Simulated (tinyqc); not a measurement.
Inside a calculation. Method: coupled-perturbed Hartree-Fock on RHF in the sto-6g basis, for H2F+, spin multiplicity 1. Computed by tinyqc, a small Python program that keeps every step (integrals from PySCF). Settings: charge = 1, multiplicity = 1, basis = sto-6g, method = RHF, energy threshold = 1e-10, iteration cap = 55, orthogonalisation = symmetric, start = Wolfsberg-Helmholz matrix, DIIS depth = 6. Command: `OMP_NUM_THREADS=1 python tinyqc.py 28049 28050 out.jsonl` (the two numbers bound the seeds that draw the settings). One thread of a shared host (Intel(R) Xeon(R) Processor @ 2.60GHz), about 0.3 s of CPU time with the checks. The early iterations of the SCF are left out here.

## One-electron integrals

Geometry (angstrom):
```
atom,x,y,z
F,0.00000,0.00000,0.00000
H,0.00000,0.70500,0.58100
H,0.00000,-0.70500,0.58100
```

Basis sto-6g: exponents (1/bohr^2) and contraction coefficients of normalised primitives:
```
element,l (shell),exponent,coefficient
F,s (1),1728.62657,0.00916
F,s (1),316.94179,0.04936
F,s (1),88.66889,0.16854
F,s (1),30.46016,0.37056
F,s (1),11.82857,0.41649
F,s (1),4.87166,0.13033
F,s (2),67.03228,-0.01325
F,s (2),13.26744,-0.04699
F,s (2),4.12351,-0.03379
F,s (2),1.58646,0.25024
F,s (2),0.68900,0.59512
F,s (2),0.31582,0.24071
F,p (3),67.03228,0.00376
F,p (3),13.26744,0.03768
F,p (3),4.12351,0.17390
F,p (3),1.58646,0.41804
F,p (3),0.68900,0.42586
F,p (3),0.31582,0.10171
H,s (1),35.52322,0.00916
H,s (1),6.51314,0.04936
H,s (1),1.82214,0.16854
H,s (1),0.62596,0.37056
H,s (1),0.24308,0.41649
H,s (1),0.10011,0.13033
```

Overlap, kinetic and nuclear-attraction integrals over the contracted functions; the nuclear repulsion is the sum of Za Zb / Rab.

nuclear repulsion = 10.8017920 hartree

overlap S, lower triangle:
```
,1F 1s,1F 2s,1F 2px,1F 2py,1F 2pz,2H 1s,3H 1s
1F 1s,1.00000
1F 2s,0.23248,1.00000
1F 2px,0.00000,0.00000,1.00000
1F 2py,0.00000,0.00000,0.00000,1.00000
1F 2pz,0.00000,0.00000,0.00000,0.00000,1.00000
2H 1s,0.05104,0.45400,0.00000,0.26960,0.22218,1.00000
3H 1s,0.05104,0.45400,0.00000,-0.26960,0.22218,0.29179,1.00000
```

kinetic energy T (hartree), lower triangle:
```
,1F 1s,1F 2s,1F 2px,1F 2py,1F 2pz,2H 1s,3H 1s
1F 1s,37.39773
1F 2s,-1.14335,1.08230
1F 2px,0.00000,0.00000,3.25133
1F 2py,0.00000,0.00000,0.00000,3.25133
1F 2pz,0.00000,0.00000,0.00000,0.00000,3.25133
2H 1s,-0.00082,0.12941,0.00000,0.21100,0.17389,0.76852
3H 1s,-0.00082,0.12941,0.00000,-0.21100,0.17389,0.01877,0.76852
```

nuclear attraction V (hartree), lower triangle:
```
,1F 1s,1F 2s,1F 2px,1F 2py,1F 2pz,2H 1s,3H 1s
1F 1s,-78.98095
1F 2s,-8.13504,-12.62430
1F 2px,0.00000,0.00000,-12.54462
1F 2py,0.00000,0.00000,0.00000,-12.68605
1F 2pz,-0.02041,-0.23065,0.00000,0.00000,-12.64068
2H 1s,-2.04930,-4.47167,0.00000,-2.32927,-2.00059,-6.59963
3H 1s,-2.04930,-4.47167,0.00000,2.32927,-2.00059,-2.11146,-6.59963
```

core Hamiltonian H = T + V (hartree), lower triangle:
```
,1F 1s,1F 2s,1F 2px,1F 2py,1F 2pz,2H 1s,3H 1s
1F 1s,-41.58322
1F 2s,-9.27839,-11.54201
1F 2px,0.00000,0.00000,-9.29329
1F 2py,0.00000,0.00000,0.00000,-9.43473
1F 2pz,-0.02041,-0.23065,0.00000,0.00000,-9.38935
2H 1s,-2.05011,-4.34226,0.00000,-2.11826,-1.82669,-5.83111
3H 1s,-2.05011,-4.34226,0.00000,2.11826,-1.82669,-2.09269,-5.83111
```

## Two-electron integrals

Functions are numbered as in S; the eight-fold symmetry (ij|kl) = (ji|kl) = (kl|ij) leaves the list below.

Two-electron integrals (ij|kl) in chemists' order, unique and non-zero (hartree):
```
i,j,k,l,(ij|kl)
1,1,1,1,5.40624
2,1,1,1,0.76813
2,1,2,1,0.13891
2,2,1,1,1.26627
2,2,2,1,0.28399
2,2,2,2,0.92637
3,1,3,1,0.02945
3,2,3,1,0.04468
3,2,3,2,0.20475
3,3,1,1,1.26627
3,3,2,1,0.28399
3,3,2,2,0.92637
3,3,3,3,0.99808
4,1,4,1,0.02945
4,2,4,1,0.04468
4,2,4,2,0.20475
4,3,4,3,0.05379
4,4,1,1,1.26627
4,4,2,1,0.28399
4,4,2,2,0.92637
4,4,3,3,0.89051
4,4,4,4,0.99808
5,1,5,1,0.02945
5,2,5,1,0.04468
5,2,5,2,0.20475
5,3,5,3,0.05379
5,4,5,4,0.05379
5,5,1,1,1.26627
5,5,2,1,0.28399
5,5,2,2,0.92637
5,5,3,3,0.89051
5,5,4,4,0.89051
5,5,5,5,0.99808
6,1,1,1,0.18011
6,1,2,1,0.03121
6,1,2,2,0.06235
6,1,3,3,0.06224
6,1,4,1,0.00104
6,1,4,2,0.00203
6,1,4,4,0.06243
6,1,5,1,0.00086
6,1,5,2,0.00167
6,1,5,4,0.00016
6,1,5,5,0.06237
6,1,6,1,0.00713
6,2,1,1,0.42642
6,2,2,1,0.09693
6,2,2,2,0.34919
6,2,3,3,0.34440
6,2,4,1,0.00537
6,2,4,2,0.03931
6,2,4,4,0.35296
6,2,5,1,0.00443
6,2,5,2,0.03240
6,2,5,4,0.00705
6,2,5,5,0.35021
6,2,6,1,0.02174
6,2,6,2,0.15812
6,3,3,1,0.01114
6,3,3,2,0.06247
6,3,4,3,0.00833
6,3,5,3,0.00686
6,3,6,3,0.02408
6,4,1,1,0.21302
6,4,2,1,0.04914
6,4,2,2,0.18925
6,4,3,3,0.18100
6,4,4,1,0.01359
6,4,4,2,0.08312
6,4,4,4,0.20248
6,4,5,1,0.00202
6,4,5,2,0.01702
6,4,5,4,0.01084
6,4,5,5,0.18428
6,4,6,1,0.01154
6,4,6,2,0.10518
6,4,6,4,0.09374
6,5,1,1,0.17555
6,5,2,1,0.04049
6,5,2,2,0.15597
6,5,3,3,0.14917
6,5,4,1,0.00202
6,5,4,2,0.01702
6,5,4,4,0.15314
6,5,5,1,0.01280
6,5,5,2,0.07649
6,5,5,4,0.01160
6,5,5,5,0.16559
6,5,6,1,0.00951
6,5,6,2,0.08668
6,5,6,4,0.05741
6,5,6,5,0.07139
6,6,1,1,0.55339
6,6,2,1,0.12814
6,6,2,2,0.52780
6,6,3,3,0.50937
6,6,4,1,0.00967
6,6,4,2,0.09640
6,6,4,4,0.54229
6,6,5,1,0.00797
6,6,5,2,0.07945
6,6,5,4,0.02713
6,6,5,5,0.53173
6,6,6,1,0.02902
6,6,6,2,0.29709
6,6,6,4,0.22950
6,6,6,5,0.18913
6,6,6,6,0.77500
7,1,1,1,0.18011
7,1,2,1,0.03121
7,1,2,2,0.06235
7,1,3,3,0.06224
7,1,4,1,-0.00104
7,1,4,2,-0.00203
7,1,4,4,0.06243
7,1,5,1,0.00086
7,1,5,2,0.00167
7,1,5,4,-0.00016
7,1,5,5,0.06237
7,1,6,1,0.00705
7,1,6,2,0.02119
7,1,6,4,0.01022
7,1,6,5,0.00927
7,1,6,6,0.02795
7,1,7,1,0.00713
7,2,1,1,0.42642
7,2,2,1,0.09693
7,2,2,2,0.34919
7,2,3,3,0.34440
7,2,4,1,-0.00537
7,2,4,2,-0.03931
7,2,4,4,0.35296
7,2,5,1,0.00443
7,2,5,2,0.03240
7,2,5,4,-0.00705
7,2,5,5,0.35021
7,2,6,1,0.02119
7,2,6,2,0.13429
7,2,6,4,0.06050
7,2,6,5,0.07158
7,2,6,6,0.21266
7,2,7,1,0.02174
7,2,7,2,0.15812
7,3,3,1,0.01114
7,3,3,2,0.06247
7,3,4,3,-0.00833
7,3,5,3,0.00686
7,3,6,3,0.01999
7,3,7,3,0.02408
7,4,1,1,-0.21302
7,4,2,1,-0.04914
7,4,2,2,-0.18925
7,4,3,3,-0.18100
7,4,4,1,0.01359
7,4,4,2,0.08312
7,4,4,4,-0.20248
7,4,5,1,-0.00202
7,4,5,2,-0.01702
7,4,5,4,0.01084
7,4,5,5,-0.18428
7,4,6,1,-0.01022
7,4,6,2,-0.06050
7,4,6,4,-0.00732
7,4,6,5,-0.03148
7,4,6,6,-0.08272
7,4,7,1,-0.01154
7,4,7,2,-0.10518
7,4,7,4,0.09374
7,5,1,1,0.17555
7,5,2,1,0.04049
7,5,2,2,0.15597
7,5,3,3,0.14917
7,5,4,1,-0.00202
7,5,4,2,-0.01702
7,5,4,4,0.15314
7,5,5,1,0.01280
7,5,5,2,0.07649
7,5,5,4,-0.01160
7,5,5,5,0.16559
7,5,6,1,0.00927
7,5,6,2,0.07158
7,5,6,4,0.03148
7,5,6,5,0.05774
7,5,6,6,0.12639
7,5,7,1,0.00951
7,5,7,2,0.08668
7,5,7,4,-0.05741
7,5,7,5,0.07139
7,6,1,1,0.19034
7,6,2,1,0.04377
7,6,2,2,0.17244
7,6,3,3,0.16897
7,6,4,4,0.17175
7,6,5,1,0.00316
7,6,5,2,0.02804
7,6,5,5,0.17660
7,6,6,1,0.00975
7,6,6,2,0.07969
7,6,6,4,0.04569
7,6,6,5,0.04978
7,6,6,6,0.16049
7,6,7,1,0.00975
7,6,7,2,0.07969
7,6,7,4,-0.04569
7,6,7,5,0.04978
7,6,7,6,0.04930
7,7,1,1,0.55339
7,7,2,1,0.12814
7,7,2,2,0.52780
7,7,3,3,0.50937
7,7,4,1,-0.00967
7,7,4,2,-0.09640
7,7,4,4,0.54229
7,7,5,1,0.00797
7,7,5,2,0.07945
7,7,5,4,-0.02713
7,7,5,5,0.53173
7,7,6,1,0.02795
7,7,6,2,0.21266
7,7,6,4,0.08272
7,7,6,5,0.12639
7,7,6,6,0.36530
7,7,7,1,0.02902
7,7,7,2,0.29709
7,7,7,4,-0.22950
7,7,7,5,0.18913
7,7,7,6,0.16049
7,7,7,7,0.77500
```

## Orthogonalisation

S = U s U^T; symmetric (Loewdin) form X = U s^(-1/2) U^T, so that X^T S X = 1.

eigenvalues of S: 0.39255  0.44588  0.89385  1.00000  1.09044  1.26234  1.91495

X, lower triangle:
```
,1F 1s,1F 2s,1F 2px,1F 2py,1F 2pz,2H 1s,3H 1s
1F 1s,1.02288
1F 2s,-0.13678,1.20800
1F 2px,0.00000,0.00000,1.00000
1F 2py,0.00000,0.00000,0.00000,1.08526
1F 2pz,-0.00786,0.08971,0.00000,0.00000,1.04307
2H 1s,0.01817,-0.26001,0.00000,-0.20061,-0.12523,1.18125
3H 1s,0.01817,-0.26001,0.00000,0.20061,-0.12523,-0.12113,1.18125
```

## Iteration 7 (converged): orbitals

converged F (hartree), lower triangle:
```
,1F 1s,1F 2s,1F 2px,1F 2py,1F 2pz,2H 1s,3H 1s
1F 1s,-27.00767
1F 2s,-6.54144,-3.57299
1F 2px,0.00000,0.00000,-1.09526
1F 2py,0.00000,0.00000,0.00000,-1.07672
1F 2pz,-0.02725,-0.16785,0.00000,0.00000,-1.10057
2H 1s,-1.44579,-1.40919,0.00000,-0.54603,-0.52354,-1.01325
3H 1s,-1.44579,-1.40919,0.00000,0.54603,-0.52354,-0.58285,-1.01325
```

Diagonalise F' = X^T F X, C = X C', fill 5 alpha and 5 beta electrons from the bottom; D = 2 C_occ C_occ^T. Each column has its largest component positive (the first on a tie).

F' = X^T F X (hartree), lower triangle:
```
,1,2,3,4,5,6,7
1,-26.58804
2,-3.20884,-2.20426
3,0.00000,0.00000,-1.09526
4,0.00000,0.00000,0.00000,-0.82726
5,-0.03804,0.04265,0.00000,0.00000,-0.96846
6,-0.24882,-0.56150,0.00000,-0.46885,-0.33681,-0.37647
7,-0.24882,-0.56150,0.00000,0.46885,-0.33681,-0.13041,-0.37647
```

orbital energies (hartree): MO1 -27.01098, MO2 -2.14952, MO3 -1.26060, MO4 -1.15077, MO5 -1.09526, MO6 0.04363, MO7 0.18728

coefficients C:
```
,MO1,MO2,MO3,MO4,MO5,MO6,MO7
1F 1s,0.99701,-0.23467,0.00000,0.07454,0.00000,0.10509,0.00000
1F 2s,0.01384,0.92896,0.00000,-0.40015,0.00000,-0.77328,0.00000
1F 2px,0.00000,0.00000,0.00000,0.00000,1.00000,0.00000,0.00000
1F 2py,0.00000,0.00000,0.75324,0.00000,0.00000,0.00000,-0.83120
1F 2pz,0.00236,0.14967,0.00000,0.85616,0.00000,-0.60996,0.00000
2H 1s,-0.00289,0.08119,0.33588,0.20180,0.00000,0.77345,0.88064
3H 1s,-0.00289,0.08119,-0.33588,0.20180,0.00000,0.77345,-0.88064
```

D after iteration 7, lower triangle:
```
,1F 1s,1F 2s,1F 2px,1F 2py,1F 2pz,2H 1s,3H 1s
1F 1s,2.10933
1F 2s,-0.46807,2.04657
1F 2px,0.00000,0.00000,2.00000
1F 2py,0.00000,0.00000,0.00000,1.13474
1F 2pz,0.06209,-0.40704,0.00000,0.00000,1.51083
2H 1s,-0.01379,-0.01073,0.00000,0.50600,0.36984,0.32028
3H 1s,-0.01379,-0.01073,0.00000,-0.50600,0.36984,-0.13099,0.32028
```

## Convergence

Stop when the energy changes by less than 1e-10 hartree and every element of the error matrix X^T (F D S - S D F) X is below 3e-06.

Course of the cycle:
```
iteration,E (hartree),change,largest element of the error matrix
1,-99.4943850,-,6.05e-01
2,-99.7558260,-2.61e-01,1.11e-01
3,-99.7738869,-1.81e-02,2.26e-02
4,-99.7744865,-6.00e-04,3.35e-03
5,-99.7745096,-2.31e-05,9.98e-04
6,-99.7745121,-2.52e-06,2.34e-06
7,-99.7745121,-8.06e-12,2.45e-08
```

PySCF RHF in the same basis = -99.7745121 hartree

Converged in 7 iterations.

## Integrals over molecular orbitals

(pq|rs) = sum C_ip C_jq C_kr C_ls (ij|kl), one index at a time.

one-electron integrals over orbitals h = C^T H C (hartree), lower triangle:
```
,1,2,3,4,5,6,7
1,-41.56927
2,0.69374,-9.82520
3,0.00000,0.00000,-8.34017
4,-0.21507,0.33463,0.00000,-8.88125
5,0.00000,0.00000,0.00000,0.00000,-9.29329
6,-0.31601,1.51590,0.00000,1.30326,0.00000,-5.87270
7,0.00000,0.00000,2.06803,0.00000,0.00000,0.00000,-6.11473
```

Two-electron integrals over orbitals (pq|rs), unique and non-zero (hartree):
```
p,q,r,s,(pq|rs)
1,1,1,1,5.38040
2,1,1,1,-0.50960
2,1,2,1,0.07866
2,2,1,1,1.21675
2,2,2,1,-0.01900
2,2,2,2,0.87180
3,1,3,1,0.01838
3,2,3,1,0.02649
3,2,3,2,0.16332
3,3,1,1,1.01576
3,3,2,1,-0.00758
3,3,2,2,0.77980
3,3,3,3,0.76606
4,1,1,1,0.16532
4,1,2,1,-0.02132
4,1,2,2,0.01836
4,1,3,3,0.00560
4,1,4,1,0.03120
4,2,1,1,-0.10075
4,2,2,1,0.01052
4,2,2,2,0.01855
4,2,3,3,-0.00603
4,2,4,1,0.02746
4,2,4,2,0.15194
4,3,3,1,-0.00526
4,3,3,2,0.00016
4,3,4,3,0.04992
4,4,1,1,1.16979
4,4,2,1,-0.01546
4,4,2,2,0.81117
4,4,3,3,0.73171
4,4,4,1,-0.01287
4,4,4,2,-0.09703
4,4,4,4,0.91272
5,1,5,1,0.03041
5,2,5,1,0.03860
5,2,5,2,0.17895
5,3,5,3,0.03987
5,4,5,1,-0.01172
5,4,5,2,-0.04119
5,4,5,4,0.05854
5,5,1,1,1.26597
5,5,2,1,-0.01325
5,5,2,2,0.88065
5,5,3,3,0.76523
5,5,4,1,0.00412
5,5,4,2,-0.05247
5,5,4,4,0.84201
5,5,5,5,0.99808
6,1,1,1,0.24559
6,1,2,1,-0.04071
6,1,2,2,0.00293
6,1,3,3,0.00206
6,1,4,1,-0.00245
6,1,4,2,-0.02065
6,1,4,4,0.01631
6,1,5,5,0.00585
6,1,6,1,0.02825
6,2,1,1,-0.33039
6,2,2,1,0.00842
6,2,2,2,-0.16198
6,2,3,3,-0.10440
6,2,4,1,-0.01929
6,2,4,2,-0.03608
6,2,4,4,-0.10843
6,2,5,5,-0.16363
6,2,6,1,0.00459
6,2,6,2,0.08908
6,3,3,1,-0.00509
6,3,3,2,0.01953
6,3,4,3,0.01432
6,3,6,3,0.05831
6,4,1,1,-0.25083
6,4,2,1,0.00235
6,4,2,2,-0.12722
6,4,3,3,-0.08122
6,4,4,1,-0.00451
6,4,4,2,0.01716
6,4,4,4,-0.14301
6,4,5,5,-0.13506
6,4,6,1,0.00100
6,4,6,2,0.06123
6,4,6,4,0.06935
6,5,5,1,-0.01493
6,5,5,2,-0.05574
6,5,5,4,-0.00421
6,5,6,5,0.02946
6,6,1,1,0.75996
6,6,2,1,-0.00621
6,6,2,2,0.61489
6,6,3,3,0.58167
6,6,4,1,0.01880
6,6,4,2,0.07249
6,6,4,4,0.55940
6,6,5,5,0.57948
6,6,6,1,-0.00580
6,6,6,2,-0.07021
6,6,6,4,-0.03181
6,6,6,6,0.56975
7,1,3,1,-0.01811
7,1,3,2,-0.02471
7,1,4,3,0.00534
7,1,6,3,0.00470
7,1,7,1,0.01787
7,2,3,1,-0.01669
7,2,3,2,-0.05477
7,2,4,3,0.02942
7,2,6,3,0.03058
7,2,7,1,0.01577
7,2,7,2,0.05271
7,3,1,1,-0.41417
7,3,2,1,0.00859
7,3,2,2,-0.18436
7,3,3,3,-0.15818
7,3,4,1,0.00178
7,3,4,2,0.06664
7,3,4,4,-0.19404
7,3,5,5,-0.21710
7,3,6,1,-0.00620
7,3,6,2,0.07474
7,3,6,4,0.08009
7,3,6,6,-0.02292
7,3,7,3,0.15662
7,4,3,1,0.00938
7,4,3,2,0.06543
7,4,4,3,-0.01175
7,4,6,3,0.03686
7,4,7,1,-0.00908
7,4,7,2,-0.01079
7,4,7,4,0.05358
7,5,5,3,-0.02486
7,5,7,5,0.01911
7,6,3,1,0.01053
7,6,3,2,0.09665
7,6,4,3,0.04069
7,6,6,3,0.06869
7,6,7,1,-0.00991
7,6,7,2,0.01303
7,6,7,4,0.06120
7,6,7,6,0.14847
7,7,1,1,0.81410
7,7,2,1,-0.00734
7,7,2,2,0.63261
7,7,3,3,0.63539
7,7,4,1,0.00397
7,7,4,2,0.01393
7,7,4,4,0.60559
7,7,5,5,0.61326
7,7,6,1,0.00250
7,7,6,2,-0.05166
7,7,6,4,-0.02612
7,7,6,6,0.56089
7,7,7,3,-0.06095
7,7,7,7,0.59966
```

## Response to a field: uncoupled start

dipole integrals <a|z|i> (bohr):
```
,i1,i2,i3,i4,i5
a6,-0.03041,0.10063,0.00000,0.42861,0.00000
a7,0.00000,0.00000,0.55162,0.00000,0.00000
```

Field along z; U_ai = -mu_ai / (e_a - e_i), alpha = -4 sum U_ai mu_ai.

uncoupled U:
```
,i1,i2,i3,i4,i5
a6,0.00112,-0.04589,0.00000,-0.35885,0.00000
a7,0.00000,0.00000,-0.38099,0.00000,0.00000
```

uncoupled polarisability = 1.47446 bohr^3

## Coupled step 1

U_ai = -(mu_ai + sum_bj [4 (ai|bj) - (ab|ij) - (aj|bi)] U_bj) / (e_a - e_i); alpha = -4 sum U_ai mu_ai.

U after step 1:
```
,i1,i2,i3,i4,i5
a6,0.00041,-0.00514,0.00000,-0.38267,0.00000
a7,0.00000,0.00000,-0.35888,0.00000,0.00000
```

polarisability = 1.45004 bohr^3

## Coupled step 2

As before.

U after step 2:
```
,i1,i2,i3,i4,i5
a6,0.00038,0.00080,0.00000,-0.39797,0.00000
a7,0.00000,0.00000,-0.35721,0.00000,0.00000
```

polarisability = 1.47020 bohr^3

## Coupled polarisability

Repeat until U stops changing; compare with -d2E/dF2.

Course of the coupled iterations:
```
step,alpha (bohr^3)
0,1.47446
1,1.45004
2,1.47020
3,1.47428
4,1.47572
5,1.47622
6,1.47641
7,1.47648
8,1.47651
9,1.47652
10,1.47652
11,1.47652
12,1.47653
13,1.47653
14,1.47653
15,1.47653
16,1.47653
17,1.47653
18,1.47653
```

coupled polarisability = 1.47653 bohr^3

finite-field check, fields of +/-0.001 au = 1.47653 bohr^3
